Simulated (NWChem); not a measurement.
Species: diphosphorus (P2); SMILES P#P

```xyz
2

P      0.0000     0.0000     0.9521
P      0.0000     0.0000    -0.9521
```
Atoms are numbered in this order, from 1.

Results from NWChem. The geometry was optimised at B3LYP/6-31G* (spherical d).

Q: Estimate the computed values for Hartree-Fock/def2-SVP. Quantities: highest occupied level (eV); orbital gap (eV).

A: 
| Quantity | Value |
|---|---|
| highest occupied level (eV) | -10.02 |
| orbital gap (eV) | 10.85 |
